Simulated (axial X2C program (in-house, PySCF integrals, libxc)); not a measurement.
**Ionising BF**

Calculated with an in-house all-electron X2C program for linear molecules (integrals from PySCF), spin-free (one-electron X2C) or two-component (2c: spin–orbit coupling with atomic mean-field Coulomb and Gaunt terms, which also bring small scalar terms), in Dyall basis sets with cores contracted in-house; open shells are unrestricted.

Basis sets: B dyall-v3z, F dyall-av3z. Frozen shells (counts by l): BF F 1s, B 1s, 10 electrons correlated; BF⁺ F 1s, B 1s, 9 electrons correlated. Where the outer core of a metal is frozen, bonds come out longer and ionisation energies lower.

```
Hamiltonian  level        BF state  Re (Å)  ωe (cm⁻¹)  De (eV)
  spin-free     HF  M_S = 0, Λ = 0   1.248     1486.5     5.93
  spin-free   PBE0  M_S = 0, Λ = 0   1.262     1406.4     7.76
  spin-free    MP2  M_S = 0, Λ = 0   1.271     1386.8     8.08
         2c     HF           Ω = 0   1.248     1486.8     5.92
         2c   PBE0           Ω = 0   1.262     1406.7     7.76
         2c    MP2           Ω = 0   1.271     1387.1     8.07
```

Adiabatic ionisation energy (minimum to minimum, no zero-point term) and constants of BF⁺:

```csv
Hamiltonian,level,BF⁺ state,IE (eV),Re (Å),ωe (cm⁻¹),De (eV),fragments
spin-free,HF,"M_S = 1/2, Λ = 0",9.79,1.197,1790.9,4.17,F + B+
spin-free,PBE0,"M_S = 1/2, Λ = 0",10.82,1.211,1702.2,5.58,F + B+
spin-free,MP2,"M_S = 1/2, Λ = 0",10.74,1.218,1685.3,5.60,F + B+
2c,HF,Ω = 1/2,9.79,1.197,1791.2,4.16,F + B+
2c,PBE0,Ω = 1/2,10.82,1.211,1702.4,5.58,F + B+
2c,MP2,Ω = 1/2,10.74,1.218,1685.5,5.59,F + B+
```

Question: Add the zero-point terms to the ionisation energy at MP2, 2c, and say whether the electron removed was bonding.

Answer: IE0 = IE + (ωe⁺ − ωe)/2 = 10.74 + (0.019) = 10.76 eV. Re changes by -0.053 Å, so the bond shortens, as on loss of an antibonding or a polarising non-bonding electron.

Question: Close the cycle De(BF⁺) + IE(BF) = De(BF) + IE(B) to find the atomic ionisation energy at MP2, 2c.

Answer: IE(B) = 5.59 + 10.74 − 8.07 = 8.26 eV, for the determinants used.

Each entry is the lowest single determinant of a limited PBE0 search at one distance. De goes to single-determinant-based atoms at the same level (for ions the charge split of lowest energy) and is withheld (n/a) where an atom does not fit its ground term or J level. Main or longest-lived isotopes. Some light 2c atoms are not at their ground J level, so De misses part of their lowering (0.04 eV or less). The functionals have no current term, which raises determinants with orbital currents.
